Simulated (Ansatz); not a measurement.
**AlP, triplet: the ladder up to full CI**

Geometry: a point of a stretch scan, not a stationary point.

```xyz
2

Al    0.0000    0.0000    0.0000
P     0.0000    0.0000    4.9030
```

Basis 6-31G; Ansatz 0.2.0. Correlated methods freeze the noble-gas cores, which leaves 8 electrons in 16 orbitals. R marks a restricted (for open shells ROHF) determinant, U an unrestricted one. Active spaces: pair = (4e, 4o) about the gap; valence = (8e, 8o) chosen from the atoms' valence shells.

Full CI is exact within this basis and frozen core; it isn't the basis-set limit. The frozen core follows each run's orbitals, which can shift R against U totals by a few meV.

Unrestricted rows (U) aren't spin-pure: their determinants' ⟨S²⟩ exceeds S(S+1) by up to 0.98, so they mix in states of higher spin. For open shells CISD and CISDTQ are restricted-active-space CI with the open shells as a complete middle space.

The R cluster runs have T1 = 0.289, too large to trust, so RMP2, RCCSD, RCCSD(T), RCCSDT(Q), RCCSDT aren't compared. BCCD(T) turns its orbitals far from the restricted determinant (T1 = 0.329 for the singles of that rotation), so its spin and state can't be checked, and it isn't compared.

```
UHF ⟨S²⟩                          : 2.981
T1 diagnostic (RCCSD)             : 0.2889
largest doubles amplitude (RCCSD) : 0.223
T1 diagnostic (UCCSD)             : 0.0149
```

```csv
level,E − E(full CI) (mEh),share of correlation (%),wall time
RHF,130.71,0.00,–
UHF,46.89,64.13,–
UMP2,18.06,86.18,–
CISD,24.02,81.63,1.7 s
UCCSD,0.92,99.30,–
UCCSD(T),0.60,99.54,3.2 s
UCCSDT,0.04,99.97,–
CISDTQ,0.65,99.50,4.8 s
UCCSDT(Q),0.01,99.99,6.5 s
RCCSDTQ*,0.01,100.00,61 s
UCCSDTQ,-0.01,100.00,57 s
CASSCF (pair space),46.43,64.48,–
NEVPT2 (pair space),18.06,86.18,1.5 s
MRCISD (pair space),1.72,98.68,–
MRCISD+Q (pair space),-0.97,100.74,1.8 s
CASSCF (valence space),22.30,82.94,–
NEVPT2 (valence space),8.61,93.41,3.8 s
MRCISD (valence space),0.59,99.55,–
MRCISD+Q (valence space),0.17,99.87,4.5 s
```

An asterisk marks runs whose energy the program itself flagged as in doubt.

The correlation energy at full CI, counted from RHF, is -3.557 eV. That run took 12 s on 1 thread of Arm Neoverse V1, shared host over 827,648 determinants.

Run but not shown, since their state, orbitals or frozen core can't be matched to the reference's or they repeat it: RMP2, RCCSD, RCCSD(T), BCCD(T), RCCSDT, RCCSDT(Q).

Times hold each run's SCF and search for its determinant on a shared host, so for small cases they say little of a method's own cost; they ran on 1 thread of Arm Neoverse V1. Some runs computed forces too.

More than 5 meV below full CI, which no variational method can be: MRCISD+Q (pair space).

The full-CI state has the irrep A2 of C2v, in the program's axes (one component, if the state is degenerate).

Natural occupations of full CI about the gap: 1.986 1.905 1.246 0.997 0.997 0.750 0.042 0.042 0.008 0.007; effectively unpaired electrons, Σ n²(2−n)², 3.81. No single determinant describes this state well, so single-reference rows can miss without a flag.
